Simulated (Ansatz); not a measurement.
A calculation with Ansatz (development build ahead of 0.2.0).

```yaml
crystal:
  periodic: [false, false, false]
  atoms:
    - { symbol: "N", position_ang: [0.0, 0.0, -0.80337] }
    - { symbol: F, position_ang: [0.0, 0.0, 0.80337] }
basis:
  gaussian: { orbitals: cc-pVTZ }
magnetization:
  initial_magnetization: 2
hamiltonian:
  xc: hf
correlation:
  method: bccd_t
  frozen_orbitals: { F: 1, "N": 1 }
```

The input is written out in the form of the current development build from the run's settings. Correlation on restricted open-shell orbitals is semicanonical, with singles.

Results

* Converged: yes
* Reference energy (starting determinant): -153.78048 hartree
* Correlation energy: -0.43522 hartree
* Total energy: -154.21571 hartree
